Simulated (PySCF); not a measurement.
Gas-phase reaction: 2 SiH2F + O2 + 2 H ⇌ SiF2(OH)2 + SiH4

Computed with PySCF (xtb for GFN2) and rigid-rotor harmonic-oscillator thermochemistry at 1 bar. † marks an energy on the PBE0/def2-TZVP geometry and frequencies; other levels use their own. MP2 freezes the core. 6-31G* has spherical d functions here. Open shells (unrestricted): SiH2F (multiplicity 2), O2 (multiplicity 3), H (multiplicity 2); the rest are closed-shell singlets. GFN2 has no spin-polarisation term. B3LYP is the form with VWN-RPA correlation. No R ln 2 is added for the mirror-image form of SiF2(OH)2. SiH2F, SiF2(OH)2: computed as isolated molecules; such fragments, hydroxides, amides, oligomers or adducts are transient or little studied in the gas. MP2 isn't extrapolated to the basis-set limit; its ΔH°(298 K) is -1406.3 kJ in def2-SVP and -1508.1 kJ in def2-TZVPP. The harmonic model lacks anharmonicity and excited electronic states, which grow with temperature; levels with a mode under 35 cm⁻¹ are left out. Internal rotation in SiF2(OH)2 is treated as a harmonic vibration of one conformer, which makes the entropy rough.

| level | ΔE electronic, kJ | ΔH°(298 K), kJ | ΔS°(298 K), J/K | ΔG°(2000 K), kJ |
|---|---|---|---|---|
| B3LYP/def2-TZVP† | -1497 | -1439 | -404 | -620 |
| GFN2-xTB | -1795 | -1741 | -399 | -932 |
| HF/6-31G* | -1281 | -1222 | -401 | -408 |
| M06-2X/def2-TZVP† | -1557 | -1499 | -404 | -679 |
| MP2/def2-SVP† | -1464 | -1406 | -404 | -587 |
| PBE/def2-SVP | -1403 | -1347 | -401 | -536 |
| PBE/def2-TZVP† | -1443 | -1385 | -404 | -566 |
| PBE0/def2-TZVP | -1483 | -1425 | -404 | -605 |
ΔH° is lowest at GFN2-xTB and highest at HF/6-31G*. No reference value is set beside these.
